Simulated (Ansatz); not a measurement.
H₂OSi, SMILES O=[SiH2], a composite energy at a relaxed geometry

Computed with Ansatz 0.2.0 through its Python package.

Run as a notebook:

```python
import itertools

import ansatz as az
from ase.data import atomic_numbers, covalent_radii
import numpy as np

GEOMETRY = """
O    -0.28145    0.41089    1.46164
Si   -0.00754    0.01094    0.03795
H     0.43073   -1.31200   -0.38447
H    -0.14173    0.89018   -1.11512
"""

system = az.Crystal.molecule()
for line in GEOMETRY.strip().splitlines():
    symbol, *xyz = line.split()
    system = system.atom(symbol, [float(v) for v in xyz])
```

```python
job = (
    system.calculation()
    .basis(gaussian="def2-SVP")
    .functional("b3lyp", dispersion="d4")
)
symbols = [site.symbol for site in system.cartesian_sites]
start = np.array([site.position_ang for site in system.cartesian_sites], dtype=float)
report = job.relax(force_tolerance=0.01, max_steps=100).run().report
end = np.array(report["positions_ang"])
# pairs closer than 1.2 times the sum of covalent radii, before or after
radius = [covalent_radii[atomic_numbers[s]] for s in symbols]
span = lambda where, i, j: np.linalg.norm(where[i] - where[j])
bonded = [(i, j) for i, j in itertools.combinations(range(len(symbols)), 2) if min(span(start, i, j), span(end, i, j)) < 1.2 * (radius[i] + radius[j])]
print("pair        before    after (A)")
for i, j in bonded:
    print(f"{symbols[i]}{i}-{symbols[j]}{j}".ljust(10), f"{span(start, i, j):8.4f} {span(end, i, j):8.4f}")

minimum = az.Crystal.molecule()
for symbol, place in zip(symbols, end):
    minimum = minimum.atom(symbol, place.tolist())
at_minimum = minimum.calculation()
# MP2 extrapolated to the basis limit, plus the small-basis difference CCSD(T) - MP2
level = lambda method, basis: at_minimum.basis(gaussian=basis).correlation(method).run().report
small, large, cluster = level("mp2", "cc-pVDZ"), level("mp2", "cc-pVTZ"), level("ccsd_t", "cc-pVDZ")
corr = lambda each: (each["free_energy_ev"] - each["reference_energy_ev"]) / 27.211386246
mp2_limit = (27 * corr(large) - 8 * corr(small)) / 19
pieces = {"HF / cc-pVTZ": large["reference_energy_ev"] / 27.211386246, "MP2 correlation, DZ-TZ limit": mp2_limit, "CCSD(T) - MP2 / cc-pVDZ": corr(cluster) - corr(small)}
for name, value in pieces.items():
    print(f"{name:32s} {value:14.6f} Ha")
print(f"{'sum':32s} {sum(pieces.values()):14.6f} Ha")
print("T1 diagnostic", round(cluster["correlation"]["coupled_cluster"]["t1_diagnostic"], 4))
```

    pair        before    after (A)
    O0-Si1       1.5040   1.5356
    Si1-H2       1.4563   1.4899
    Si1-H3       1.4562   1.4899
    HF / cc-pVTZ                        -364.979386 Ha
    MP2 correlation, DZ-TZ limit          -0.393693 Ha
    CCSD(T) - MP2 / cc-pVDZ               -0.023896 Ha
    sum                                 -365.396975 Ha
    T1 diagnostic 0.0262

What to keep in mind:
- Total energies depend on the basis set; only differences at equal settings carry meaning.
- The sum leaves out core correlation, relativity, the Hartree-Fock basis error and zero-point energy; a DZ-TZ extrapolation is rough.
- b3lyp holds the VWN-RPA fit, as in Gaussian; the form of ORCA and Turbomole is b3lyp5.
- Inner cores stay frozen, so this is valence correlation.
- For Al to Cl the sets with a tight d function, cc-pV(X+d)Z, are usual.
- An extrapolation from small basis sets is rough.
- Wall time of the script: 5.7 s on 1 thread of Arm Neoverse V1, on a shared host, peak memory 0.19 GiB.
